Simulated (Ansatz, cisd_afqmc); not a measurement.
Species: C₂H₆S, charge 0, singlet. C2H6S (ethanethiol, SMILES CCS).
B3LYP-D3(BJ)/def2-TZVP minimum from Ansatz (a first-principles code):
```xyz
9

C      1.5260     0.6696    -0.0051
C      0.0131     0.8318     0.0111
S     -0.7684    -0.8280    -0.0040
H     -2.0453    -0.4120     0.0134
H     -0.3062     1.3641     0.9064
H     -0.3226     1.3880    -0.8635
H      2.0088     1.6484     0.0036
H      1.8712     0.1133     0.8677
H      1.8548     0.1370    -0.8989
```

Total energies in cc-pV(D+d)Z, 20 correlated electrons, 7 frozen orbitals. Radicals and triplets start from unrestricted determinants; spin-orbit coupling is neglected. Cores are frozen in correlated methods. No relativity. The Monte Carlo rows (phaseless AFQMC, CISD trial, step 0.005/hartree) carry one-sigma bars that omit the constraint's bias. Outlying blocks are dropped, and bars are widened where a walk drifts. Over all cases where full CI ran beside it in this data, AFQMC minus full CI had a median of +0.1 mEh and passed +0.4 mEh in a tenth of the cases.

| method | program | energy (Eh) | minus CCSDT(Q) (mEh) |
|---|---|---|---|
| HF | Ansatz | -476.76756 | 494.55 |
| MP2 | Ansatz | -477.19823 | 63.88 |
| CCSD | Ansatz | -477.24687 | 15.24 |
| CCSD(T) | Ansatz | -477.26037 | 1.73 |
| CCSDT(Q) | Ansatz | -477.26211 | 0.00 |
| AFQMC/CISD | cisd_afqmc | -477.2624 ± 0.0004 | -0.3 ± 0.4 |

Rough core times of Ansatz's runs on a shared machine: CCSD(T) under 20 s, CCSDT(Q) 6 min.
